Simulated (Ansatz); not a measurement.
bcc Ta, treated with LDA+SOC (PAW; Ansatz, a program for electronic structure).

Run with plane-wave cutoff 520 eV, 28×28×28 k mesh, Fermi–Dirac smearing 0.06 eV (set by the program), PAW data made under PBE.

Computed at the level's own relaxed cell.

Elastic tensor (GPa, Voigt notation, ions relaxed):

```
  297.2   176.6   176.6     0.0     0.0     0.0
  176.6   297.2   176.6     0.0     0.0     0.0
  176.6   176.6   297.2     0.0     0.0     0.0
    0.0     0.0     0.0    75.9     0.0     0.0
    0.0     0.0     0.0     0.0    75.9     0.0
    0.0     0.0     0.0     0.0     0.0    75.9
```

Worked from these constants: the tetragonal shear constant is C′ = (C11 − C12)/2 = 60.3 GPa against C44 = 75.9 GPa, so the tetragonal shear is the softer. The Zener ratio C44/C′ is 1.26 (1 for an isotropic solid), and the Cauchy pressure C12 − C44 is 100.7 GPa. With C11 + 2C12 = 650.4 GPa all three Born conditions hold; they don't test modes at the zone boundary.

Measured, for comparison: elastic constant C11 266 GPa, elastic constant C12 158 GPa, elastic constant C44 87.4 GPa (0 K, extrapolated to 0 K; zero-point effects included; as tabulated in Wang et al. (2022), arXiv:2209.12322). Computed (rounded) less measured: elastic constant C11 +12 %, elastic constant C12 +12 %, elastic constant C44 -13 %.

Note: shear constants of such metals converge slowly with the k mesh.
